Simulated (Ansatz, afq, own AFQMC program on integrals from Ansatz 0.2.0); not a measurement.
**Atomization energy of AlO, doublet**

```xyz
2

Al    0.0000    0.0000    0.0000
O     0.0000    0.0000    1.6200
```

Atoms in their ground-state spins without spin–orbit coupling (mostly on UHF) minus the molecule (UHF), without zero-point energy. The geometry is a stationary point, not shown to be a minimum.

Basis 6-31G. Noble-gas cores (and the filled d shells of Ga–Kr and In–Xe) are frozen. Integrals, coupled cluster, full CI and functionals: Ansatz 0.2.0; the random walks run on the same integrals in our own AFQMC program. ph-AFQMC/CISD is guided by a CISD state made of CCSD amplitudes; releasing the constraint for a short imaginary time cuts its bias at the price of noise, slowly where states lie close. ± is one standard error of the sampling. The errors of all members are added in quadrature.

Full CI on the same integrals is exact in this basis and with this determinant's frozen core.

Errors are counted within 6-31G, not against nature.

Cautions: AlO (doublet): an unrestricted solution with more broken spin lies lower, strong correlation (T1 0.117, weight of the determinant 0.68, largest double 0.12), the released energies are still falling, so no released level is given (meV from the phaseless value at times in 1/Eh: -11 ± 3 at 0.24, -13 ± 4 at 0.51, -19 ± 4 at 0.99, -23 ± 5 at 1.62, -27 ± 5 at 2.40), its ph-AFQMC/CISD value lies 68 ± 5 meV above full CI.

```json
{"level": "CCSD", "atomization energy (kcal/mol)": "80.4"}
{"level": "MP2", "atomization energy (kcal/mol)": "70.9"}
```

(1) From these cheaper values, estimate the atomization energy at the reference level in 6-31G.

(1) 85.7 kcal/mol (full CI in 6-31G).

| level | atomization energy (kcal/mol) | error against FCI (kcal/mol) |
| --- | --- | --- |
| HF | 30.9 | -54.8 |
| CCSD(T) | 83.2 | -2.5 |
| ph-AFQMC/HF | 80.7 ± 0.6 | -5.0 ± 0.6 |
| ph-AFQMC/CISD | 84.1 ± 0.1 | -1.6 ± 0.1 |

Correlation beyond CCSD(T) adds 2.5 kcal/mol. The perturbative (T) step is worth +2.8 kcal/mol. Where the cautions show a poor determinant, the low rows tell how each method copes with it, not its usual error.

A walk keeps the symmetry of its determinant, which the program's search chose and which needn't be the lowest solution, so a lower state of the same spin and another symmetry isn't excluded.
